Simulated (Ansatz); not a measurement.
Results of PBEsol-D3(BJ) in Ansatz (PAW) for rhombohedral A7 As.

Run with plane-wave cutoff 520 eV, 18×18×18 k mesh, Fermi–Dirac smearing 0.05 eV, scalar-relativistic PAW data made under PBE.

Shape and atoms are relaxed at each volume.

Pressure at four volumes; x = ln(V/19.751 Å³). One pressure is withheld.

```json
[
 {"V (Å³/atom)": "18.961", "x": "-0.0408", "P (GPa)": "?"},
 {"V (Å³/atom)": "19.356", "x": "-0.0202", "P (GPa)": "1.34"},
 {"V (Å³/atom)": "19.751", "x": "0.0000", "P (GPa)": "0.00"},
 {"V (Å³/atom)": "20.541", "x": "0.0392", "P (GPa)": "-2.21"}
]
```

Task: Pass a parabola P(x) through the three rows shown, estimate the bulk modulus and its pressure derivative near zero pressure, and predict the withheld pressure.

Result: Slopes between the rows: (0.00 − (1.34))/(0.0000 − (-0.0202)) = -66.34 and (-2.21 − (0.00))/(0.0392 − (0.0000)) = -56.38 GPa. Their difference over the span 0.0594 is c = 9.96/0.0594 = 167.7 GPa, so P(x) = 1.34 + (-66.34)(x − (-0.0202)) + 167.7 (x − (-0.0202))(x − (0.0000)). At the middle row B = −dP/dx = −[-66.34 + 167.7 × 0.0202] = 63.0 GPa, and B′ = dB/dP = 2c/B = 5.3. At x = -0.0408 the parabola gives 2.85 GPa; the run gives 2.87 GPa. The Birch–Murnaghan fit to the energies at all volumes has B0 = 63.0 GPa and B′ = 5.7.

Measured, for comparison: bulk modulus 40.8 GPa (copied from a table, unchecked, extrapolated to 0 K and zero-point effects removed; as tabulated in Lejaeghere et al. (2013), arXiv:1204.2733). Computed (rounded) less measured: bulk modulus not scored (unchecked).

Note: the bulk modulus comes from volumes at which shape and atoms were relaxed.

Ansatz is a quantum-chemistry and plane-wave program.
